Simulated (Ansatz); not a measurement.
Isobutene, C4H8: measurement beside calculation (Ansatz, PBE0-D4/def2-TZVP geometry).

```xyz
12

C    -0.314    0.546    1.410
C    -0.044    0.076    0.197
C    -0.524   -1.263   -0.264
C     0.760    0.853   -0.797
H     0.041    1.519    1.732
H    -0.898   -0.028    2.122
H    -1.148   -1.166   -1.159
H    -1.104   -1.773    0.506
H     0.320   -1.904   -0.542
H     0.180    1.037   -1.707
H     1.083    1.814   -0.395
H     1.648    0.290   -1.103
```

Measured: 9133.36452 ± 0.00012 MHz (A, ground vibrational state, main isotopologue, millimetre and submillimetre absorption spectroscopy); 8381.87456 ± 0.00012 MHz (B, ground vibrational state, main isotopologue, millimetre and submillimetre absorption spectroscopy); 4615.9769 ± 0.00011 MHz (C, ground vibrational state, main isotopologue, millimetre and submillimetre absorption spectroscopy). Source: Millimetre and submillimetre spectroscopy of isobutene and its detection in the molecular cloud G+0.693, 2023 (arxiv:2309.17236).

```csv
constant,measured (MHz),computed (MHz),error (%)
A,9133,9232,1.1
B,8382,8484,1.2
C,4616,4675,1.3
```

Computed constants are equilibrium values for the main isotopes; measured ground-state ones include zero-point motion, which usually lowers them by up to about 1 %.

Measured: 1661.1 cm⁻¹ (nu4, A1 fundamental, infrared spectroscopy); 889.7 cm⁻¹ (nu19, B1 fundamental, Q branch, infrared spectroscopy); 3086.0 cm⁻¹ (nu22, B2 fundamental, Q branch, infrared spectroscopy). Source: Millimetre and submillimetre spectroscopy of isobutene and its detection in the molecular cloud G+0.693, 2023 (arxiv:2309.17236).

Harmonic PBE0-D4 wavenumbers (cm⁻¹, unscaled): 172, 213, 377, 434, 442, 706, 835, 923, 960, 990, 1016, 1081, 1101, 1307, 1401, 1406, 1437, 1460, 1472, 1479, 1492, 1738, 3032, 3036, 3086, 3088, 3136, 3138, 3152, 3236. Fundamentals include anharmonicity and usually lie a few per cent under these; harmonic values from spectra compare directly.

Enthalpy of formation at 298 K: -4.0 kcal/mol (zero for an element's reference state; older measured values of the G2 set, as listed by Staroverov and co-workers, J. Chem. Phys. 119, 12129, 2003). With their computed zero-point and thermal terms and the atoms' enthalpies of Curtiss and co-workers (1997) it gives an electronic atomization energy of 1158.4 kcal/mol.

| level | atomization (kcal/mol) | error | error per bond |
| --- | --- | --- | --- |
| LDA (SPW92) | 1309.1 | 150.7 | 13.7 |
| PBE-D4 | 1180.7 | 22.3 | 2.0 |
| revPBE-D4 | 1156.9 | -1.5 | -0.1 |
| BLYP-D4 | 1155.6 | -2.8 | -0.3 |
| r2SCAN-D4 | 1161.1 | 2.7 | 0.2 |
| B97M-V | 1161.2 | 2.8 | 0.3 |
| PBE0-D4 | 1166.7 | 8.3 | 0.8 |
| B3LYP-D4 | 1161.2 | 2.8 | 0.3 |
| r2SCANh-D4 | 1156.8 | -1.6 | -0.1 |
| r2SCAN0-D4 | 1150.6 | -7.8 | -0.7 |
| HSE06-D4 | 1167.4 | 9.0 | 0.8 |
| BHLYP-D4 | 1135.0 | -23.4 | -2.1 |
| CAM-B3LYP-D4 | 1164.3 | 5.9 | 0.5 |
| ωB97X-V | 1157.8 | -0.6 | -0.1 |
| ωB97M-V | 1160.9 | 2.5 | 0.2 |
| B2PLYP | 1149.7 | -8.7 | -0.8 |
| PBE-QIDH | 1157.2 | -1.2 | -0.1 |
| PBE | 1176.1 | 17.7 | 1.6 |
| revPBE | 1140.8 | -17.6 | -1.6 |
| BLYP | 1145.4 | -13.0 | -1.2 |
| r2SCAN | 1160.0 | 1.6 | 0.1 |
| PBE0 | 1162.9 | 4.5 | 0.4 |
| B3LYP | 1154.0 | -4.4 | -0.4 |
| r2SCANh | 1155.6 | -2.8 | -0.3 |
| r2SCAN0 | 1149.3 | -9.1 | -0.8 |
| HSE06 | 1164.0 | 5.6 | 0.5 |
| BHLYP | 1130.2 | -28.2 | -2.6 |
| CAM-B3LYP | 1160.5 | 2.1 | 0.2 |
| LC-ωPBE | 1156.2 | -2.2 | -0.2 |
| HF/def2-TZVPP | 881.3 | -277.1 | -25.2 |
| MP2/def2-TZVPP | 1144.3 | -14.1 | -1.3 |
| SCS-MP2/def2-TZVPP | 1142.0 | -16.4 | -1.5 |
| CCSD/def2-TZVPP | 1120.3 | -38.1 | -3.5 |
| CCSD(T)/def2-TZVPP | 1134.0 | -24.4 | -2.2 |
| HF/def2-QZVPP | 882.2 | -276.2 | -25.1 |
| MP2/def2-QZVPP | 1158.1 | -0.3 | 0.0 |
| SCS-MP2/def2-QZVPP | 1157.6 | -0.8 | -0.1 |
| CCSD/def2-QZVPP | 1132.5 | -25.9 | -2.4 |
| CCSD(T)/def2-QZVPP | 1147.2 | -11.2 | -1.0 |
| HF/CBS(def2) | 882.4 | -276.0 | -25.1 |
| MP2/CBS(def2) | 1167.8 | 9.4 | 0.9 |
| CCSD/CBS(def2) | 1141.0 | -17.4 | -1.6 |
| CCSD(T)/CBS(def2) | 1156.4 | -2.0 | -0.2 |

Functionals use def2-TZVPP; B3LYP here is the variant with VWN-RPA as its local correlation; programs differ in this. The calculations leave out spin–orbit coupling, scalar relativity and, for the correlated methods, core correlation; together these are worth up to about 1 kcal/mol a heavy atom. HSE06 is defined as in plane-wave codes. CBS extrapolates def2-TZVPP and def2-QZVPP. T1 = 0.010.
